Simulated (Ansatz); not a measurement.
# BSiNH+ (triplet): the correlation ladder, cc-pVDZ

The task here is to estimate one member of a computed series from the others.

Method: cc-pVDZ, core rule «outside noble gas», up to 7 orbitals frozen; program: Ansatz 0.2.0, Gaussian basis.

To be run: UHF; CCSD(T) on ROHF; CCSD(T) on UHF; BCCD(T) on ROHF; CISD; CCSDT(Q) on ROHF; CCSDT(Q) on UHF; CASSCF and MRCISD+Q, 10 electrons in 10 orbitals; CASSCF and NEVPT2, 10 electrons in 10 orbitals.

20 further runs of the same task are left out: 9 that didn't finish, 11 set aside as unsound or not needed.

## The geometry

The geometry is a PBE0/def2-TZVP stationary point (not a proven minimum) of the parent state, kept for this charge and spin.

4 atoms, charge 1, spin multiplicity 3.

Atoms are counted from 1 here; the program's logs count them from 0.

Bond lengths: N1–B2 1.246 Å, N1–H4 0.993 Å, B2–Si3 1.991 Å. Angles: B2–N1–H4 180.0°, N1–B2–Si3 180.0°.

Set-up of the first run:

Input file in.yaml:

```yaml
crystal:
  periodic: [false, false, false]
  atoms:
    - {symbol: N, position_ang: [0.000000, 0.000000, 0.872300]}
    - {symbol: B, position_ang: [0.000000, 0.000000, -0.373400]}
    - {symbol: Si, position_ang: [0.000000, 0.000000, -2.364200]}
    - {symbol: H, position_ang: [0.000000, 0.000000, 1.865300]}
basis:
  gaussian: {orbitals: cc-pVDZ}
total_charge: 1
magnetization: {spin_polarized: true, initial_magnetization: 2}
hamiltonian: {xc: hf}
output: {orbitals: {seedname: orbitals}}
```

Launch:

```
$ ansatz run in.yaml --threads 1 --pin off --events-out ev --progress --plain --max-ram 2393MiB
```

Steps of the session up to this table: UHF; CCSD(T) on ROHF; CCSD(T) on UHF; BCCD(T) on ROHF; CISD; CCSDT(Q) on ROHF; CCSDT(Q) on UHF; CASSCF and MRCISD+Q, 10 electrons in 10 orbitals; CASSCF and NEVPT2, 10 electrons in 10 orbitals.

One table of the session follows, with a row left open; its other results are not shown here.

It belongs to the step «Misses and costs». 

| method | from RCCSDT(Q) (kcal/mol) |
| --- | --- |
| ROHF | +204.28 |
| UHF | +200.53 |
| RMP2 | +24.44 |
| UMP2 | ? |
| CISD | +29.75 |
| RCCSD | +11.06 |
| UCCSD | +10.99 |
| RCCSD(T) | +1.69 |
| UCCSD(T) | +2.29 |
| BCCD(T) | +1.78 |
| RCCSDT | +0.92 |
| UCCSDT | +0.88 |
| RCCSDT(Q) | 0 |
| UCCSDT(Q) | -0.26 |

**Question.** Estimate the row for UMP2.

**Answer.** from RCCSDT(Q) (kcal/mol): +34.33. In the column «from RCCSDT(Q) (kcal/mol)» it lies between CISD (+29.75) and UHF (+200.53).

Left out of the table: CASSCF frontier, NEVPT2 frontier, MRCISD frontier, MRCISD+Q frontier (the active space lost an orbital or holds another state than full CI finds).

Caveats from the session: Restricted and unrestricted rows rest on different reference determinants; where their highest levels disagree by more than a few hundredths of an eV, they describe different states and don't form one ladder. Warnings in the runs' records: passed over end.
